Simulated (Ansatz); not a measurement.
Compare A (`CCSC=O`) with its isomer B (`C=C(O)CS`).

Computed with Ansatz on PBE0-D4/def2-TZVP structures; ΔE is electronic, products minus reactants. CCSD(T)/CBS is the MP2 limit (def2-TZVPP, def2-QZVPP) plus CCSD(T) − MP2 in def2-TZVPP, frozen cores. DFT in def2-TZVPP. B3LYP here is the variant with VWN-RPA as its local correlation; programs differ in this. One conformer a species, not always the lowest.

(1) Which is lower in electronic energy at CCSD(T)/CBS, and by how much? (Best estimate.)

(2) Give E(B) − E(A) in kcal/mol with CCSD(T)/def2-TZVPP, HF/def2-TZVPP, PBE0-D4, B3LYP-D4, r2SCAN-D4, CCSD/def2-TZVPP, B3LYP. (An estimate is asked.)

Largest T1 diagnostic: 0.015.

Answers

(1) Ansatz gave: A, by 12.4 kcal/mol.

(2) Ansatz gave: CCSD(T)/def2-TZVPP 12.8, HF/def2-TZVPP 11.2, PBE0-D4 14.1, B3LYP-D4 14.5, r2SCAN-D4 15.9, CCSD/def2-TZVPP 11.7, B3LYP 14.5. None reverses the order clearly.

In def2-TZVPP, CCSD(T) changes the Hartree–Fock value by +1.6 kcal/mol (the triples alone add +1.1 kcal/mol) and MP2 by +2.7 kcal/mol. From PBE to PBE0 (25 % exact exchange), in def2-TZVPP and without D4, E(B) − E(A) moves by −2.5 kcal/mol.
